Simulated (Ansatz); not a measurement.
# PH2+ (quintet): from Hartree-Fock to the top rungs, cc-pVTZ

Aim: climb from Hartree-Fock through coupled cluster and multireference methods for PH2+ (quintet) at one geometry and basis, and see what each rung misses.

Method: cc-pVTZ, core rule «outside noble gas», up to 5 orbitals frozen; program: Ansatz 0.2.0, Gaussian basis.

The runs, in order: UHF; CCSD(T) on ROHF; CCSD(T) on UHF; BCCD(T) on ROHF; CISD as a restricted active space (open shells left free, so some higher excitations enter); CCSDT(Q) on ROHF; CCSDT(Q) on UHF; CASSCF and MRCISD+Q, 6 electrons in 6 orbitals; CASSCF and NEVPT2, 6 electrons in 6 orbitals.

15 further runs of the same task are left out: 6 that didn't finish, 9 set aside as unsound or not needed. Runs told in other sessions of the task aren't counted.

### Step 1. The geometry

The geometry is a PBE0/def2-TZVP stationary point (not a proven minimum) of the parent state, kept for this charge and spin.

3 atoms, charge 1, spin multiplicity 5.

Atoms are counted from 1 here; the program's logs count them from 0.

Bond lengths: P1–H2 1.416 Å, P1–H3 1.416 Å. Angles: H2–P1–H3 122.2°.

In the tables R marks a restricted open-shell determinant and U an unrestricted one; 'valence' is the active space of 6 electrons in 6 orbitals; energies count from the table's Hartree-Fock row.

### Step 2. UHF

in.yaml

```yaml
crystal:
  periodic: [false, false, false]
  atoms:
    - {symbol: P, position_ang: [0.000000, -0.041813, 0.000000]}
    - {symbol: H, position_ang: [0.000000, 0.642452, -1.239718]}
    - {symbol: H, position_ang: [0.000000, 0.642452, 1.239718]}
basis:
  gaussian: {orbitals: cc-pVTZ}
total_charge: 1
magnetization: {spin_polarized: true, initial_magnetization: 4}
hamiltonian: {xc: hf}
output: {orbitals: {seedname: orbitals}}
```

Launch:

```console
$ ansatz run in.yaml --threads 1 --pin off --events-out ev --progress --plain --max-ram 2393MiB
```

Output:

```text
Functional definition: HF
  name "HF"
  cite "Fock, Z. Phys. 61, 126 (1930) doi:10.1007/BF01340294"
  parent pbe
  exchange = exact_x
  correlation = 0
478 factors; their error is unknown
mean field evaluation 1: about -9284.1611 eV, gradient 7.9e0 eV
mean field evaluation 2: about -9284.7228 eV, gradient 2.9e0 eV
mean field evaluation 4: about -9284.8583 eV, gradient 2.3e-1 eV
mean field evaluation 8: about -9285.2256 eV, gradient 5.7e-2 eV
mean field evaluation 16: about -9284.4212 eV, gradient 3.6e0 eV
mean field evaluation 32: about -9284.8583 eV, gradient 2.3e-1 eV
mean field -9285.22565172 eV, -341.2257489486 hartree, gradient 1.2e-5 eV, S^2 6.004300; 0 other end points of the search recorded, 0 dependent functions left out
reference -9285.22565172 eV, -341.2257489486 hartree; 10, 6 occupied and 52, 56 virtual orbitals, 478 factors
Total energy: -9285.22565172 eV, -341.2257489486 hartree
```

Wall time 0.3 s (1 thread of Arm Neoverse V1, shared host).

From the report: ⟨S²⟩ of the determinant 6.004 (pure quintet: 6.00).

### Step 3. CCSD(T) on ROHF

in.yaml: that of step 2 with these lines changed.

```diff
@@ -9,4 +9,3 @@
 total_charge: 1
-magnetization: {spin_polarized: true, initial_magnetization: 4}
-hamiltonian: {xc: hf}
-output: {orbitals: {seedname: orbitals}}
+magnetization: {spin_polarized: false, initial_magnetization: 4}
+correlation: {method: ccsd_t, electrons: outside_noble_gas}
```

Launched as before.

Output, shortened:

```text
Functional definition: HF
  name "HF"
  cite "Fock, Z. Phys. 61, 126 (1930) doi:10.1007/BF01340294"
  parent pbe
[...]
342 factors; integrals over basis functions are off by at most 9.3e-4 eV
[...]
mean field -9285.14506769 eV, -341.2227875404 hartree, gradient 1.4e-6 eV, S^2 6.000000; 1 other end points of the search recorded, 0 dependent functions left out
determinant -9285.14506769 eV, -341.2227875404 hartree, with singles and doubles -9288.25974534 eV, -341.3372498328 hartree
determinant -9283.28825717 eV, -341.1545510122 hartree, with singles and doubles -9286.51337375 eV, -341.2730718605 hartree
5 core orbitals not correlated: weight in the atoms' cores, before any rotation towards them, 1.000 or more for the frozen orbitals, at most 0.000 for the correlated occupied ones
reference -9285.14506769 eV, -341.2227875404 hartree; 5, 1 occupied and 52, 56 virtual orbitals, 342 factors
second order -2.46654096 eV of doubles, -0.05943238 eV of singles
cycle   1  -3.06872902 eV  change   -2.5e-1 eV  update   1.7e-2
[...]
cycle   8  -3.08245150 eV  change   -1.2e-6 eV  update   4.2e-6
perturbative correction -0.11425835 eV, -0.0041989170 hartree
Total energy: -9288.34177754 eV, -341.3402644605 hartree
```

It took 1.3 s on 1 thread of Arm Neoverse V1, shared host.

From the report: correlation -3.1967 eV; T1 0.018; largest double amplitude 0.08.

### Step 4. CCSD(T) on UHF

in.yaml: that of step 3 with these lines changed.

```diff
@@ -9,3 +9,3 @@
 total_charge: 1
-magnetization: {spin_polarized: false, initial_magnetization: 4}
+magnetization: {spin_polarized: true, initial_magnetization: 4}
 correlation: {method: ccsd_t, electrons: outside_noble_gas}
```

Launched as before.

Output, shortened:

```text
Functional definition: HF
  name "HF"
  cite "Fock, Z. Phys. 61, 126 (1930) doi:10.1007/BF01340294"
  parent pbe
[...]
342 factors; integrals over basis functions are off by at most 9.3e-4 eV
[...]
mean field -9285.22589432 eV, -341.2257578640 hartree, gradient 1.2e-6 eV, S^2 6.004300; 3 other end points of the search recorded, 0 dependent functions left out
determinant -9285.22589432 eV, -341.2257578640 hartree, with singles and doubles -9288.25649075 eV, -341.3371302286 hartree
determinant -9283.53655842 eV, -341.1636759149 hartree, with singles and doubles -9286.49573082 eV, -341.2724234947 hartree
5 core orbitals not correlated: weight in the atoms' cores, before any rotation towards them, 1.000 or more for the frozen orbitals, at most 0.000 for the correlated occupied ones
reference -9285.22589432 eV, -341.2257578640 hartree; 5, 1 occupied and 52, 56 virtual orbitals, 342 factors
second order -2.42907527 eV of doubles, -0.00000000 eV of singles
cycle   1  -2.99185270 eV  change   -2.5e-1 eV  update   1.6e-2
[...]
cycle   8  -3.00437328 eV  change   -8.7e-7 eV  update   4.1e-6
perturbative correction -0.11316234 eV, -0.0041586393 hartree
Total energy: -9288.34342994 eV, -341.3403251850 hartree
```

It took 2.4 s on 1 thread of Arm Neoverse V1, shared host.

From the report: ⟨S²⟩ of the determinant 6.004 (pure quintet: 6.00); correlation -3.1175 eV; T1 0.016; largest double amplitude 0.08.

### Step 5. BCCD(T) on ROHF

in.yaml: that of step 4 with these lines changed.

```diff
@@ -9,3 +9,3 @@
 total_charge: 1
-magnetization: {spin_polarized: true, initial_magnetization: 4}
-correlation: {method: ccsd_t, electrons: outside_noble_gas}
+magnetization: {spin_polarized: false, initial_magnetization: 4}
+correlation: {method: bccd_t, electrons: outside_noble_gas}
```

Launched as before.

Output, shortened:

```text
Functional definition: HF
  name "HF"
  cite "Fock, Z. Phys. 61, 126 (1930) doi:10.1007/BF01340294"
  parent pbe
[...]
342 factors; integrals over basis functions are off by at most 9.3e-4 eV
[...]
mean field -9285.14506769 eV, -341.2227875404 hartree, gradient 1.4e-6 eV, S^2 6.000000; 1 other end points of the search recorded, 0 dependent functions left out
determinant -9285.14506769 eV, -341.2227875404 hartree, with singles and doubles -9288.25974534 eV, -341.3372498328 hartree
determinant -9283.28825717 eV, -341.1545510122 hartree, with singles and doubles -9286.51337375 eV, -341.2730718605 hartree
5 core orbitals not correlated: weight in the atoms' cores, before any rotation towards them, 1.000 or more for the frozen orbitals, at most 0.000 for the correlated occupied ones
reference -9285.14506769 eV, -341.2227875404 hartree; 5, 1 occupied and 52, 56 virtual orbitals, 342 factors
second order -2.46654096 eV of doubles, -0.05943238 eV of singles
cycle   1  -3.06772360 eV  change   -2.5e-1 eV  update   1.7e-2
[...]
cycle   8  -3.07755436 eV  change   -2.6e-6 eV  update   5.4e-6
perturbative correction -0.11836518 eV, -0.0043498402 hartree
Total energy: -9288.34098723 eV, -341.3402354171 hartree
```

Run time: 2.2 s. Hardware: 1 thread of Arm Neoverse V1, shared host.

From the report: correlation -3.1959 eV; largest double amplitude 0.08.

### Step 6. CISD as a restricted active space (open shells left free, so some higher excitations enter)

in.yaml: that of step 5 with these lines changed.

```diff
@@ -10,2 +10,2 @@
 magnetization: {spin_polarized: false, initial_magnetization: 4}
-correlation: {method: bccd_t, electrons: outside_noble_gas}
+correlation: {active_space: {ras: {orbitals: [1, 4, 52], electrons: 6, max_holes: 2, max_particles: 2}, fixed_orbitals: true}}
```

Same command.

Output:

```text
Functional definition: HF
  name "HF"
  cite "Fock, Z. Phys. 61, 126 (1930) doi:10.1007/BF01340294"
  parent pbe
  exchange = exact_x
  correlation = 0
342 factors; integrals over basis functions are off by at most 9.3e-4 eV
mean field evaluation 1: about -9284.2925 eV, gradient 8.6e0 eV
mean field evaluation 2: about -9284.3109 eV, gradient 8.6e0 eV
mean field evaluation 4: about -9285.1399 eV, gradient 6.9e-1 eV
mean field evaluation 8: about -9285.1451 eV, gradient 1.2e-3 eV
mean field -9285.14506769 eV, -341.2227875404 hartree, gradient 1.4e-6 eV, S^2 6.000000; 0 other end points of the search recorded, 0 dependent functions left out
reference -9285.14506769 eV, -341.2227875404 hartree; 10, 6 occupied and 52, 56 virtual orbitals, 342 factors
state -9288.24403275 eV, -341.3366724055 hartree
Total energy: -9288.24403275 eV, -341.3366724055 hartree
```

Wall time 2.6 s (1 thread of Arm Neoverse V1, shared host).

From the report: 20,831 determinants.

### Step 7. CCSDT(Q) on ROHF

in.yaml: that of step 6 with these lines changed.

```diff
@@ -10,2 +10,2 @@
 magnetization: {spin_polarized: false, initial_magnetization: 4}
-correlation: {active_space: {ras: {orbitals: [1, 4, 52], electrons: 6, max_holes: 2, max_particles: 2}, fixed_orbitals: true}}
+correlation: {method: ccsdt_q, electrons: outside_noble_gas}
```

The command is unchanged.

Output, shortened:

```text
Functional definition: HF
  name "HF"
  cite "Fock, Z. Phys. 61, 126 (1930) doi:10.1007/BF01340294"
  parent pbe
[...]
706 factors; integrals over basis functions are off by at most 1.7e-7 eV
[...]
mean field -9285.14507386 eV, -341.2227877669 hartree, gradient 4.0e-6 eV, S^2 6.000000; 1 other end points of the search recorded, 0 dependent functions left out
determinant -9285.14507386 eV, -341.2227877669 hartree, with singles and doubles -9288.25974940 eV, -341.3372499817 hartree
determinant -9283.28827017 eV, -341.1545514899 hartree, with singles and doubles -9286.51338298 eV, -341.2730721996 hartree
5 core orbitals not correlated: weight in the atoms' cores, before any rotation towards them, 1.000 or more for the frozen orbitals, at most 0.000 for the correlated occupied ones
reference -9285.14507386 eV, -341.2227877669 hartree; 5, 1 occupied and 52, 56 virtual orbitals, 706 factors
second order -2.46653844 eV of doubles, -0.05943257 eV of singles
cycle   1  -2.92096860 eV  change   -3.9e-1 eV  update   5.7e-2
[...]
cycle  14  -3.22042418 eV  change    3.6e-7 eV  update   1.9e-7
perturbative correction -0.00453570 eV, -0.0001666838 hartree
Total energy: -9288.37003373 eV, -341.3413028564 hartree
```

Run time: 21 s. Hardware: 1 thread of Arm Neoverse V1, shared host; peak memory 0.38 GiB.

From the report: correlation -3.2250 eV; T1 0.018; largest double amplitude 0.09.

### Step 8. CCSDT(Q) on UHF

in.yaml: that of step 7 with these lines changed.

```diff
@@ -9,3 +9,3 @@
 total_charge: 1
-magnetization: {spin_polarized: false, initial_magnetization: 4}
+magnetization: {spin_polarized: true, initial_magnetization: 4}
 correlation: {method: ccsdt_q, electrons: outside_noble_gas}
```

Same command.

Output, shortened:

```text
Functional definition: HF
  name "HF"
  cite "Fock, Z. Phys. 61, 126 (1930) doi:10.1007/BF01340294"
  parent pbe
[...]
706 factors; integrals over basis functions are off by at most 1.7e-7 eV
[...]
mean field -9285.22590077 eV, -341.2257581011 hartree, gradient 4.4e-6 eV, S^2 6.004301; 3 other end points of the search recorded, 0 dependent functions left out
determinant -9285.22590077 eV, -341.2257581011 hartree, with singles and doubles -9288.25649510 eV, -341.3371303886 hartree
determinant -9283.53657080 eV, -341.1636763699 hartree, with singles and doubles -9286.49573978 eV, -341.2724238242 hartree
5 core orbitals not correlated: weight in the atoms' cores, before any rotation towards them, 1.000 or more for the frozen orbitals, at most 0.000 for the correlated occupied ones
reference -9285.22590077 eV, -341.2257581011 hartree; 5, 1 occupied and 52, 56 virtual orbitals, 706 factors
second order -2.42907263 eV of doubles, -0.00000000 eV of singles
cycle   1  -2.83074136 eV  change   -4.0e-1 eV  update   5.8e-2
[...]
cycle  14  -3.14159779 eV  change    2.9e-7 eV  update   2.0e-7
perturbative correction -0.00458717 eV, -0.0001685754 hartree
Total energy: -9288.37208572 eV, -341.3413782656 hartree
```

Wall time 22 s (1 thread of Arm Neoverse V1, shared host); peak memory 0.35 GiB.

From the report: ⟨S²⟩ of the determinant 6.004 (pure quintet: 6.00); correlation -3.1462 eV; T1 0.017; largest double amplitude 0.09.

### Step 9. CASSCF and MRCISD+Q, 6 electrons in 6 orbitals

in.yaml: that of step 8 with these lines changed.

```diff
@@ -9,3 +9,3 @@
 total_charge: 1
-magnetization: {spin_polarized: true, initial_magnetization: 4}
-correlation: {method: ccsdt_q, electrons: outside_noble_gas}
+magnetization: {spin_polarized: false, initial_magnetization: 4}
+correlation: {method: fic_mrcisd_q, electrons: outside_noble_gas, active_space: {window: {electrons: 6, orbitals: 6}, shells: [{species: H, l: s, shell: 1}, {species: P, l: s, shell: 3}, {species: P, l: p, shell: 3}]}}
```

The command is unchanged.

Output, shortened:

```text
Functional definition: HF
  name "HF"
  cite "Fock, Z. Phys. 61, 126 (1930) doi:10.1007/BF01340294"
  parent pbe
[...]
706 factors; integrals over basis functions are off by at most 1.7e-7 eV
[...]
mean field -9285.14507386 eV, -341.2227877669 hartree, gradient 4.0e-6 eV, S^2 6.000000; 0 other end points of the search recorded, 0 dependent functions left out
reference -9285.14507386 eV, -341.2227877669 hartree; 10, 6 occupied and 52, 56 virtual orbitals, 706 factors
state -9285.69410054 eV, -341.2429641253 hartree
contracted CI cycle   1: correlation 0.00000000 eV, 0.0000000000 hartree, residual 1.26e1 eV
contracted CI cycle   2: correlation -2.43940650 eV, -0.0896465355 hartree, residual 2.35e0 eV
contracted CI cycle   3: correlation -2.51782588 eV, -0.0925283944 hartree, residual 5.43e-1 eV
contracted CI cycle   4: correlation -2.52188147 eV, -0.0926774347 hartree, residual 1.29e-1 eV
contracted CI cycle   5: correlation -2.52212820 eV, -0.0926865017 hartree, residual 3.53e-2 eV
contracted CI cycle   6: correlation -2.52214876 eV, -0.0926872573 hartree, residual 1.11e-2 eV
contracted CI cycle   7: correlation -2.52215069 eV, -0.0926873281 hartree, residual 3.45e-3 eV
contracted CI cycle   8: correlation -2.52215086 eV, -0.0926873345 hartree, residual 9.28e-4 eV
state -9285.69410054 eV, -341.2429641253 hartree; corrected -9288.35278011 eV, -341.3406687974 hartree
Total energy: -9288.35278011 eV, -341.3406687974 hartree
Checks for a lower state left out: starts, orbital_swaps
```

It took 2.6 s on 1 thread of Arm Neoverse V1, shared host.

From the report: 12 determinants; active occupations 1.96, 1.02, 1.00, 1.00, 0.97, 0.04.

### Step 10. CASSCF and NEVPT2, 6 electrons in 6 orbitals

in.yaml

```yaml
crystal:
  periodic: [false, false, false]
  atoms:
    - {symbol: P, position_ang: [0.000000, -0.041813, 0.000000]}
    - {symbol: H, position_ang: [0.000000, 0.642452, -1.239718]}
    - {symbol: H, position_ang: [0.000000, 0.642452, 1.239718]}
basis:
  gaussian: {orbitals: cc-pVTZ}
total_charge: 1
magnetization: {spin_polarized: false, initial_magnetization: 4}
correlation: {method: sc_nevpt2, electrons: outside_noble_gas, active_space: {window: {electrons: 6, orbitals: 6}, shells: [{species: H, l: s, shell: 1}, {species: P, l: s, shell: 3}, {species: P, l: p, shell: 3}]}}
```

The command is unchanged.

Output:

```text
Functional definition: HF
  name "HF"
  cite "Fock, Z. Phys. 61, 126 (1930) doi:10.1007/BF01340294"
  parent pbe
  exchange = exact_x
  correlation = 0
706 factors; integrals over basis functions are off by at most 1.7e-7 eV
mean field evaluation 1: about -9284.2979 eV, gradient 8.6e0 eV
mean field evaluation 2: about -9284.3082 eV, gradient 8.6e0 eV
mean field evaluation 4: about -9285.1402 eV, gradient 6.9e-1 eV
mean field evaluation 8: about -9285.1451 eV, gradient 1.0e-3 eV
mean field -9285.14507386 eV, -341.2227877669 hartree, gradient 4.0e-6 eV, S^2 6.000000; 0 other end points of the search recorded, 0 dependent functions left out
reference -9285.14507386 eV, -341.2227877669 hartree; 10, 6 occupied and 52, 56 virtual orbitals, 706 factors
state -9285.69410054 eV, -341.2429641253 hartree
state -9285.69410054 eV, -341.2429641253 hartree; corrected -9287.75329063 eV, -341.3186379655 hartree
Total energy: -9287.75329063 eV, -341.3186379655 hartree
Checks for a lower state left out: starts, orbital_swaps
```

Wall time 0.88 s (1 thread of Arm Neoverse V1, shared host).

From the report: 12 determinants; active occupations 1.96, 1.02, 1.00, 1.00, 0.97, 0.04.

### Step 11. How many determinants matter

Natural occupations of the CASSCF valence state about the gap (report; correlated orbitals 1 to 6): 1.962, 1.024, 1.000, 0.999, 0.975, 0.039. The count of effectively unpaired electrons, Σ n²(2 − n)², is 4.01; a single determinant of this spin has 4.

### Step 12. The ladder

The yardstick is UCCSDT(Q), where the cluster series has nearly closed. Rows without a time are mean-field rows or come out of runs for another level: lower rungs of the coupled-cluster runs, CASSCF and MRCISD of the multireference runs, or the Hartree-Fock search.

Differences are taken before rounding.

| method | energy from the lowest ROHF (kcal/mol) | from UCCSDT(Q) (kcal/mol) | time |
| --- | --- | --- | --- |
| ROHF | 0.00 | +74.42 |  |
| UHF | -1.86 | +72.55 |  |
| RMP2 | -58.25 | +16.17 |  |
| UMP2 | -57.88 | +16.54 |  |
| CISD | -71.46 | +2.95 | 2.6 s |
| RCCSD | -71.08 | +3.33 |  |
| UCCSD | -71.15 | +3.27 |  |
| RCCSD(T) | -73.72 | +0.70 | 1.3 s |
| UCCSD(T) | -73.76 | +0.66 | 2.4 s |
| BCCD(T) | -73.70 | +0.72 | 2.2 s |
| RCCSDT | -74.26 | +0.15 |  |
| UCCSDT | -74.31 | +0.11 |  |
| RCCSDT(Q) | -74.37 | +0.05 | 21 s |
| UCCSDT(Q) | -74.42 | 0 | 22 s |
| CASSCF valence | -12.66 | +61.76 |  |
| NEVPT2 valence | -60.15 | +14.27 | 0.88 s |
| MRCISD valence | -70.82 | +3.59 |  |
| MRCISD+Q valence | -73.97 | +0.45 | 2.6 s |

Among the levels timed on like hardware and quicker than the yardstick, those that no quicker one beats, quickest first: NEVPT2 valence (0.88 s, +14.27 kcal/mol); RCCSD(T) (1.3 s, +0.70 kcal/mol); UCCSD(T) (2.4 s, +0.66 kcal/mol); MRCISD+Q valence (2.6 s, +0.45 kcal/mol); RCCSDT(Q) (21 s, +0.05 kcal/mol).

### Step 13. What came out

| quantity | value |
| --- | --- |
| UCCSDT(Q) from the ROHF energy | -3.2270 eV |
| RMP2 from UCCSDT(Q) | +16.17 kcal/mol |
| UMP2 from UCCSDT(Q) | +16.54 kcal/mol |
| RCCSD from UCCSDT(Q) | +3.33 kcal/mol |
| RCCSD(T) from UCCSDT(Q) | +0.70 kcal/mol |
| UCCSD(T) from UCCSDT(Q) | +0.66 kcal/mol |
| RCCSDT(Q) from UCCSDT(Q) | +0.05 kcal/mol |
| NEVPT2 valence from UCCSDT(Q) | +14.27 kcal/mol |
| MRCISD+Q valence from UCCSDT(Q) | +0.45 kcal/mol |
| levels within 1 kcal/mol (43 meV) | RCCSD(T), UCCSD(T), BCCD(T), RCCSDT, UCCSDT, RCCSDT(Q), MRCISD+Q valence |
| T1 diagnostic | 0.018 |
| effectively unpaired electrons | 4.01 |

What this shows: RCCSD(T) misses by +0.70 kcal/mol, 0.9 % of the correlation energy. One determinant dominates. Of the multireference levels listed MRCISD+Q valence comes nearest in total energy (+0.45 kcal/mol), which doesn't show that its space is the better one. These misses are within one basis, not against nature; the frozen cores of restricted and unrestricted runs differ, which can shift their rows.

With open shells the CI space here admits some higher excitations, so it is larger than plain CISD.

RCCSDT(Q) reaches 0.05 kcal/mol from the reference in 21 s, where UCCSDT(Q) took 22 s; the quickest level in the cost chart, NEVPT2 valence, takes 0.88 s and misses by 14.27 kcal/mol.
